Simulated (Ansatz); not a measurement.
# SiClO (doublet): from Hartree-Fock to the top rungs, cc-pVDZ

One table from this session's results is given with a row withheld; the runs are named, their logs left out.

Computed with Ansatz 0.2.0, Gaussian basis. Level: cc-pVDZ, core rule «outside noble gas», up to 11 orbitals frozen.

The runs, in order: UHF; CCSD(T) on ROHF; CCSD(T) on UHF; BCCD(T) on ROHF; CISD as a restricted active space (open shells left free, so some higher excitations enter); CCSDT(Q) on ROHF; CCSDT(Q) on UHF; CASSCF and MRCISD+Q, 15 electrons in 11 orbitals; CASSCF and NEVPT2, 15 electrons in 11 orbitals.

31 further runs of the same task are left out: 6 for a known fault of the program, 11 that didn't finish, 14 set aside as unsound or not needed. Runs told in other sessions of the task aren't counted.

## What is computed

The geometry is a PBE0/def2-TZVP stationary point (not a proven minimum) of the parent state, kept for this charge and spin.

3 atoms, charge 0, spin multiplicity 2.

Atoms are counted from 1 here; the program's logs count them from 0.

Bond lengths: Cl1–Si2 2.047 Å, Si2–O3 1.723 Å. Angles: Cl1–Si2–O3 117.5°.

As a file:

```xyz
3
charge 0, multiplicity 2
Cl    0.00000   -0.18259    1.31791
Si    0.00000    0.55943   -0.58980
O     0.00000   -0.57742   -1.88502
```

Set-up of the first run:

Contents of in.yaml:

```yaml
crystal:
  periodic: [false, false, false]
  atoms:
    - {symbol: Cl, position_ang: [0.000000, -0.182593, 1.317915]}
    - {symbol: Si, position_ang: [0.000000, 0.559430, -0.589798]}
    - {symbol: O, position_ang: [0.000000, -0.577421, -1.885025]}
basis:
  gaussian: {orbitals: cc-pVDZ}
magnetization: {spin_polarized: true, initial_magnetization: 1}
hamiltonian: {xc: hf}
output: {orbitals: {seedname: orbitals}}
```

On the command line:

```sh
ansatz run in.yaml --threads 1 --pin off --events-out ev --progress --plain --max-ram 2393MiB
```

Among the steps run: UHF; CCSD(T) on ROHF; CCSD(T) on UHF; BCCD(T) on ROHF; CISD as a restricted active space (open shells left free, so some higher excitations enter); CCSDT(Q) on ROHF; CCSDT(Q) on UHF; CASSCF and MRCISD+Q, 15 electrons in 11 orbitals; CASSCF and NEVPT2, 15 electrons in 11 orbitals.

One table of the session follows, with a row left open; its other results are not shown here.

It belongs to the step «Misses and costs». 

| method | from RCCSDT(Q) (meV) |
| --- | --- |
| ROHF | +11660.1 |
| UHF | +11503.9 |
| RMP2 | +1855.2 |
| UMP2 | +1788.4 |
| CISD | +2089.7 |
| RCCSD | +567.4 |
| UCCSD | +562.2 |
| RCCSD(T) | +177.5 |
| UCCSD(T) | ? |
| BCCD(T) | +138.2 |
| RCCSDT | +89.6 |
| UCCSDT | +88.9 |
| RCCSDT(Q) | 0 |
| UCCSDT(Q) | +3.3 |
| CASSCF valence | +8695.3 |
| NEVPT2 valence | +1880.9 |
| MRCISD valence | +1013.3 |
| MRCISD+Q valence | +256.9 |

**Question.** Estimate the row for UCCSD(T).

As computed: from RCCSDT(Q) (meV): +181.4. In the column «from RCCSDT(Q) (meV)» it lies between RCCSD(T) (+177.5) and MRCISD+Q valence (+256.9).

Limits of these values: Warnings: spin contamination; large T1 diagnostic. Restricted and unrestricted rows rest on different reference determinants; a gap between their highest levels can come from leftover correlation error, from unlike frozen cores or from another state.
